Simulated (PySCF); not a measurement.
Rows and methods have been separated. Pair them.

C4H6N2.
InChI=1S/C4H6N2/c1-6-4-2-3-5/h4H,2H2,1H3/b6-4+

The closed-shell ground state was solved 5 times with PySCF (density fitting, gas phase), always with PBE0, in these basis sets: 6-31G*, STO-3G, aug-cc-pVDZ, cc-pVTZ and pcSseg-0. Isolated species at its PBE0-D3(BJ)/def2-SVP geometry (one conformer only).

| row | total energy (Eh) | HOMO (eV) | LUMO (eV) | dipole (D) |
| --- | --- | --- | --- | --- |
| P | -261.8617 | -5.29 | 2.33 | 3.09 |
| Q | -265.2144 | -7.92 | -0.86 | 3.81 |
| R | -265.2706 | -7.87 | -0.73 | 3.77 |
| S | -265.1762 | -7.65 | -0.41 | 3.70 |
| T | -264.5627 | -7.61 | -0.66 | 4.04 |

Problem. Which basis belongs to which row?

Solution. P = STO-3G, Q = aug-cc-pVDZ, R = cc-pVTZ, S = 6-31G*, T = pcSseg-0. From the lowest total energy up: cc-pVTZ (264 functions) 0 eV; aug-cc-pVDZ (192 functions) +1.53 eV; 6-31G* (96 functions) +2.57 eV; pcSseg-0 (66 functions) +19.27 eV; STO-3G (36 functions) +92.76 eV.

Shape of the structure used: `[CH3:1]/[N:2]=[CH:3]/[CH2:4][C:5]#[N:6]`: N2–C3–C4–C5 126°.
